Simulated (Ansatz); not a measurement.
Mulliken charges of C2H5FS2 (`CC(F)SS`) from PBE/def2-TZVPP in Ansatz (PBE0-D4/def2-TZVP geometry).

| atom | x (Å) | y (Å) | z (Å) | charge (e) |
| --- | --- | --- | --- | --- |
| C1 | -0.541 | 0.073 | 1.082 | -0.238 |
| C2 | 0.200 | -0.805 | 0.115 | 0.148 |
| F3 | 1.558 | -0.649 | 0.309 | -0.184 |
| S4 | -0.219 | -0.570 | -1.631 | -0.067 |
| S5 | -0.019 | 1.435 | -1.929 | -0.138 |
| H6 | -0.347 | 1.124 | 0.864 | 0.091 |
| H7 | -1.613 | -0.112 | 1.012 | 0.090 |
| H8 | -0.206 | -0.145 | 2.098 | 0.098 |
| H9 | -0.034 | -1.866 | 0.268 | 0.073 |
| H10 | 1.303 | 1.463 | -2.185 | 0.127 |

**Question.** By hand: the dipole of these point charges (1 e Å = 4.8032 D).

**Answer.** Σ q r = (-0.145, -0.049, 0.196) e Å, of length 0.249 e Å = 1.20 D.

**Question.** How does the dipole of the full density compare? (An estimate is asked.)

**Answer.** The calculation gave: (-0.110, -0.012, 0.205) e Å, 1.12 D; the point charges give 1.07 times that, at 12° from its direction.

Point charges leave out the atoms' own dipoles, such as those of lone pairs, and Mulliken's split depends on the basis, so the close match here is no proof of good charges.
